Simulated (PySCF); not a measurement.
Isomers of CH3BO, mass 42.028 u with the commonest isotopes. Method: PySCF 2.14.0, PBE0-D3(BJ)/def2-SVP geometry optimisation, gas phase. One conformer each, none proved a minimum here; rigid rotors.

Question: Order these by out-of-plane moment Σ m c² = (Ia + Ib − Ic)/2, largest first.
A. `[BH3-]C#[O+]`
B. CH2BOH (`C=BO`)
C. `O=BC`

Answer: A (2.11 u·Å²), C (1.61 u·Å²), B (0.71 u·Å²).

Question: Order these by dipole moment, largest first.
A. `CB=O`
B. `[O+]#C[BH3-]`
C. CH2BOH (`C=BO`)

Answer: A (3.47 D), C (2.44 D), B (1.49 D).

Question: Order these by rotational constant A, largest first.
A. `[BH3-]C#[O+]`
B. `CB=O`
C. CH2BOH (`C=BO`)

Answer: C (206526 MHz), B (157244 MHz), A (119760 MHz).

```csv
SMILES,point group,Ia (u·Å²),Ib (u·Å²),Ic (u·Å²),κ,μa (D),μb (D),μc (D)
[BH3-]C#[O+],C3v,4.22,57.66,57.66,-1.00,1.49,0.00,0.00
C=BO,Cs,2.45,62.36,63.40,-1.00,1.87,0.01,1.57
CB=O,C3v,3.21,63.56,63.56,-1.00,3.47,0.00,0.00
```
